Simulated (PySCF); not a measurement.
# Core-level binding energies of n-BuOMe

n-BuOMe, C5H12O.
Bonds: C1–C2, C2–C3, C3–C4, C4–O5, O5–C6. Hydrogens: H7, H8, H9 on C1; H10, H11 on C2; H12, H13 on C3; H14, H15 on C4; H16, H17, H18 on C6.

Method used: delta-SCF UKS SCAN, pcX-2 on the ionised atom, pcseg-1 elsewhere, spin-free X2C (PySCF 2.14.0). Binding energies are ΔSCF values: E(core-ionised, relaxed orbitals) − E(ground state) at a fixed geometry, referred to the vacuum level.

Question: Give the core binding energies atom by atom.

Answer: 
| atom(s) | environment | level | binding energy (eV) | above the level's lowest (eV) | count |
| --- | --- | --- | --- | --- | --- |
| O5 | ether oxygen | O 1s | 538.28 | 0.00 | 1 |
| C6 | methoxy carbon | C 1s | 292.11 | +1.70 | 1 |
| C4 | sp3 carbon bound to oxygen | C 1s | 291.87 | +1.46 | 1 |
| C2 | chain CH2 carbon | C 1s | 290.60 | +0.19 | 1 |
| C1 | methyl carbon | C 1s | 290.57 | +0.16 | 1 |
| C3 | chain CH2 carbon | C 1s | 290.41 | 0.00 | 1 |

The listed C 1s values span 1.70 eV, from C3 (bonded to 2 C and 2 H) to C6 (bonded to O and 3 H). The widest gap between neighbouring values is 1.27 eV, between 290.60 and 291.87 eV. The values 290.57 and 290.60 eV lie too close for their order to be trusted.

Question: What is the C 1s shift of C4 against C1?

Answer: 291.87 − 290.57 = +1.30 eV, or +125 kJ/mol.

The structure is a single PBE0-D3(BJ)/def2-SVP conformer in the gas phase; no vibrational or solvent corrections.

Conformer computed: `[CH3:1][CH2:2][CH2:3][CH2:4][O:5][CH3:6]`: C1–C2–C3–C4 180°, C2–C3–C4–O5 180°, C3–C4–O5–C6 180°.
